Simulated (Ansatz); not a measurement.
Molecule: oxosilicon, SiO (charge 0, singlet). SMILES: [O+]#[Si-]
Geometry: optimised at B3LYP-D3(BJ)/def2-TZVP (Ansatz, a program for electronic structure).

Quantity: size of the dipole moment, in D. Terms: LANL2DZ with its own core potentials from Na on; non-relativistic; 6-311+G** with 5d, 6d on Na to Ar in Ansatz; six Cartesian d functions in 6-31G* and its kin unless marked 5d; spin-orbit terms left out. First-principles rows: single points at B3LYP-D3(BJ) geometries (Ansatz).

Measured values: NIST CCCBDB, as tabulated in the package chemicals; dipoles are vibrational averages. 

Value to compare with, the measured value: 3.10 D.

```
level            program  size of the dipole moment (D)  error
---------------  -------  -----------------------------  -----
B3LYP/STO-3G      Ansatz                           1.28  -1.82
B3LYP/3-21G       Ansatz                           1.99  -1.11
B3LYP/LANL2DZ     Ansatz                           2.97  -0.13
B3LYP/6-31G       Ansatz                           2.73  -0.37
B3LYP/6-31G*      Ansatz                           2.61  -0.49
B3LYP/6-31+G*     Ansatz                           3.18   0.08
B3LYP/def2-SVP    Ansatz                           2.64  -0.46
B3LYP/cc-pVDZ     Ansatz                           2.69  -0.41
B3LYP/6-311+G**   Ansatz                           3.25   0.15
```

Among the 9 habitual levels, B3LYP/STO-3G lies farthest from the measured value (-1.82 D); 2 of 9 lie above it, and their mean absolute error is 0.56 D, the median 0.41. One case shows no general order.

The sets are all those run for this method; runs whose electronic state is in doubt are left out.
